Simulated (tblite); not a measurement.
2-chloroacrylonitrile, C₃H₂ClN.
Atom-mapped SMILES: `[CH2:1]=[C:2]([Cl:3])[C:4]#[N:5]` (hydrogens: H6, H7 on C1)

Computed with GFN2-xTB (tblite), gas phase: Langevin dynamics at 600 K from the optimised GFN2-xTB geometry, time step 0.5 fs, friction 0.01 fs⁻¹, 2000 steps. The instantaneous temperature is 2·E(kin)/(3Nk) with all 3N coordinates.

| t (fs) | T (K) | E(pot) above start (eV) | C1=C2 (Å) | C2–Cl3 (Å) | C2–C4 (Å) | C4≡N5 (Å) | C1–H6 (Å) |
| --- | --- | --- | --- | --- | --- | --- | --- |
| 0 | 485 | 0.000 | 1.329 | 1.738 | 1.415 | 1.145 | 1.075 |
| 25 | 303 | 0.285 | 1.307 | 1.766 | 1.465 | 1.116 | 1.048 |
| 50 | 304 | 0.247 | 1.334 | 1.722 | 1.379 | 1.140 | 1.125 |
| 75 | 468 | 0.176 | 1.348 | 1.730 | 1.448 | 1.175 | 1.092 |
| 100 | 723 | 0.171 | 1.342 | 1.716 | 1.450 | 1.168 | 1.033 |
| 125 | 800 | 0.374 | 1.276 | 1.836 | 1.401 | 1.121 | 1.156 |
| 150 | 762 | 0.394 | 1.334 | 1.749 | 1.439 | 1.144 | 1.177 |
| 175 | 713 | 0.336 | 1.361 | 1.763 | 1.402 | 1.176 | 1.029 |
| 200 | 558 | 0.200 | 1.313 | 1.755 | 1.389 | 1.123 | 1.080 |
| 225 | 647 | 0.368 | 1.338 | 1.731 | 1.536 | 1.126 | 1.093 |
| 250 | 681 | 0.271 | 1.318 | 1.719 | 1.423 | 1.190 | 1.042 |
| 275 | 631 | 0.224 | 1.328 | 1.773 | 1.393 | 1.169 | 1.142 |
| 300 | 599 | 0.219 | 1.320 | 1.697 | 1.421 | 1.126 | 1.043 |
| 325 | 791 | 0.249 | 1.361 | 1.778 | 1.472 | 1.119 | 1.085 |
| 350 | 671 | 0.439 | 1.334 | 1.691 | 1.353 | 1.168 | 1.075 |
| 375 | 1091 | 0.453 | 1.306 | 1.786 | 1.433 | 1.186 | 1.067 |
| 400 | 1035 | 0.277 | 1.341 | 1.751 | 1.484 | 1.143 | 1.065 |
| 425 | 666 | 0.385 | 1.333 | 1.670 | 1.418 | 1.127 | 1.118 |
| 450 | 784 | 0.244 | 1.337 | 1.805 | 1.406 | 1.150 | 1.070 |
| 475 | 544 | 0.376 | 1.322 | 1.703 | 1.400 | 1.159 | 1.050 |
| 500 | 540 | 0.309 | 1.355 | 1.741 | 1.397 | 1.179 | 1.112 |
| 525 | 714 | 0.430 | 1.366 | 1.767 | 1.492 | 1.121 | 1.083 |
| 550 | 1068 | 0.449 | 1.336 | 1.750 | 1.455 | 1.138 | 1.051 |
| 575 | 738 | 0.628 | 1.296 | 1.696 | 1.355 | 1.167 | 1.089 |
| 600 | 763 | 0.555 | 1.326 | 1.890 | 1.395 | 1.164 | 1.090 |
| 625 | 1109 | 0.244 | 1.327 | 1.691 | 1.396 | 1.138 | 1.076 |
| 650 | 865 | 0.380 | 1.385 | 1.805 | 1.459 | 1.135 | 1.088 |
| 675 | 676 | 0.315 | 1.336 | 1.739 | 1.411 | 1.148 | 1.074 |
| 700 | 706 | 0.254 | 1.295 | 1.743 | 1.433 | 1.155 | 1.087 |
| 725 | 560 | 0.395 | 1.302 | 1.850 | 1.424 | 1.130 | 1.054 |
| 750 | 749 | 0.283 | 1.355 | 1.679 | 1.414 | 1.119 | 1.082 |
| 775 | 634 | 0.183 | 1.342 | 1.757 | 1.442 | 1.169 | 1.090 |
| 800 | 505 | 0.407 | 1.293 | 1.704 | 1.409 | 1.182 | 1.069 |
| 825 | 503 | 0.393 | 1.305 | 1.772 | 1.391 | 1.145 | 1.076 |
| 850 | 438 | 0.448 | 1.320 | 1.834 | 1.496 | 1.124 | 1.097 |
| 875 | 534 | 0.178 | 1.315 | 1.704 | 1.466 | 1.149 | 1.082 |
| 900 | 387 | 0.625 | 1.336 | 1.788 | 1.397 | 1.175 | 1.065 |
| 925 | 721 | 0.542 | 1.380 | 1.708 | 1.444 | 1.170 | 1.080 |
| 950 | 483 | 0.546 | 1.373 | 1.767 | 1.438 | 1.109 | 1.086 |
| 975 | 701 | 0.341 | 1.338 | 1.733 | 1.394 | 1.161 | 1.111 |
| 1000 | 760 | 0.613 | 1.308 | 1.765 | 1.431 | 1.191 | 1.065 |

**Question.** From 500 fs on, how do temperature and potential energy compare with equipartition?

**Answer.** The mean temperature of these 21 frames is 674 K against the target 600 K, and the mean potential energy 0.41 eV against 15 × kT/2 = 0.39 eV for 15 classical harmonic modes. For 7 atoms in a canonical ensemble the temperature itself scatters by T·√(2/(3N)) = 185 K; here its standard deviation is 182 K. The whole run lasts only 10 friction times of 100 fs, so these averages carry a wide statistical error.

**Question.** What are the kinetic and total energies of the listed frame with the highest potential energy?

**Answer.** The one at 575 fs, 0.628 eV above the start. Its kinetic energy is 3NkT/2 = 0.668 eV at 738 K, so the sum is 1.30 eV; over the listed frames the sum runs from 0.44 to 1.44 eV, since the thermostat adds and removes energy.

**Question.** How much do the listed bonds fluctuate from 500 fs on?

**Answer.** 
```csv
bond,at the start (Å),mean (Å),standard deviation (Å)
C1=C2,1.329,1.333,0.028
C2–Cl3,1.738,1.756,0.053
C2–C4,1.415,1.426,0.034
C4≡N5,1.145,1.151,0.023
C1–H6,1.075,1.081,0.015
```

The motion is classical and holds no zero-point motion.

What follows is the cost of the whole dynamics run. Cost: about 18 s of CPU time on one thread; the machine was shared, so the figure is rough.
